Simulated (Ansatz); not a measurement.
```xyz
10

C     0.6057    1.7466    0.0000
C     0.6057    0.4041    0.0000
C    -0.6057   -0.4041    0.0000
C    -0.6057   -1.7466    0.0000
H     1.5276    2.3174    0.0000
H    -0.3211    2.3131    0.0000
H     1.5535   -0.1336    0.0000
H    -1.5535    0.1336    0.0000
H     0.3211   -2.3131    0.0000
H    -1.5276   -2.3174    0.0000
```

Basis set: pcseg-2 (spherical functions). Charge 0, multiplicity 3.

Computed with Ansatz (development build ahead of 0.2.0); each method stands on the lowest determinant of its kind that the runs found.

The atomization energy at this shape (free ground-state atoms in the same class of orbitals less the molecule, no zero-point energy) of triplet C4H6:

| method | atomization energy |
| --- | --- |
| UHF | 704.09 kcal/mol |

Problem. What does ωB97X (unrestricted) give?

Solution. 934.07 kcal/mol. Caution: other spin multiplicities may lie lower. Caution for UHF: the unrestricted determinant is spin contaminated.

The shape needn't be a minimum at these levels.
